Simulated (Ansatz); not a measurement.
System: trigonal Te. Method: r²SCAN-D4 (Ansatz, a first-principles code, PAW).

Numerical settings: plane-wave cutoff 560 eV, 12×12×6 k mesh (along the axes of the cell as run), Fermi–Dirac smearing 0.01 eV, scalar-relativistic PAW data made under PBE.

Energies at three volumes about the minimum:

| V (Å³/atom) | E − E_lowest (meV/atom) |
|---|---|
| 34.154 | 0.81 |
| 34.851 | 0.00 |
| 35.548 | 0.66 |

Question: Fit a parabola by hand: where is the minimum, and what is the bulk modulus?

Answer: Slopes: (0.00 − 0.81)/(34.851 − 34.154) = -1.162 and (0.66 − 0.00)/(35.548 − 34.851) = 0.947 meV/Å³. Curvature E″ = 2 × (0.947 − (-1.162))/(35.548 − 34.154) = 3.026 meV/Å⁶. From the middle of the first interval, the slope vanishes at V0 = 34.5025 − (-1.162)/3.026 = 34.887 Å³/atom. B = V0 E″ = 34.887 × 3.026 meV/Å³ × 0.1602 GPa per meV/Å³ = 16.9 GPa. The full Birch–Murnaghan fit to all volumes gives V0 = 34.862 Å³/atom and B0 = 16.9 GPa.

Shape and atoms are relaxed at each volume.

Measured, for comparison: bulk modulus 19 GPa (temperature not stated, not corrected to a static lattice; as tabulated in Yi et al. (2018), arXiv:1712.00894). Computed (rounded) less measured: bulk modulus -11 % (against room or unstated temperature, where such soft solids are markedly softer).

Note: the bulk modulus comes from volumes at which shape and atoms were relaxed.
